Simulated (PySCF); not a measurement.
The vertical singlet excitations below were computed for one of the candidates. Level of theory: PySCF 2.14.0, density-fitted response routines, TDDFT PBE0/def2-SVPD, vertical, gas phase, core orbitals frozen in the response. Geometries: GFN2-xTB, one conformer each.

```tsv
state	E (eV)	f
S1	4.02	0.0001
S2	5.80	0.172
S3	6.05	0.076
S4	6.53	0.032
S5	6.63	0.041
S6	6.99	0.036
```

Triplets computed (Tamm–Dancoff): 3.68, 3.89 eV.

Question: Which candidate is it?
A. `C1=C(SCC1)F`
B. `O=S1(=O)CCC1`
C. `COC(=S)OC`

Answer: C. Its S1, at 4.02 eV, is the lowest among the candidates; the nearest of the others has S1 at 4.62 eV. S1 is HOMO→LUMO (100%). S1 has the pattern of n→π* at C=S. At the same level the other candidates give, for their lowest levels:
- `O=S1(=O)CCC1`: 7.66 eV (f 0.039); 7.67 eV (f 0.012); 7.93 eV (f 0.006); 8.08 eV (f 0.008); 8.12 eV (f 0.000); T1 7.11 eV; HOMO -8.49, LUMO 0.26 eV
- `FC1=CCCS1`: 4.62 eV (f 0.001); 5.54 eV (f 0.049); 5.68 eV (f 0.105); 6.06 eV (f 0.013); 6.48 eV (f 0.013); T1 3.86 eV; HOMO -6.13, LUMO 0.03 eV

Shape of the structure used: `[CH3:1][O:2][C:3](=[S:4])[O:5][CH3:6]`: C1–O2–C3–S4 0°, O2–C3–O5–C6 0°.
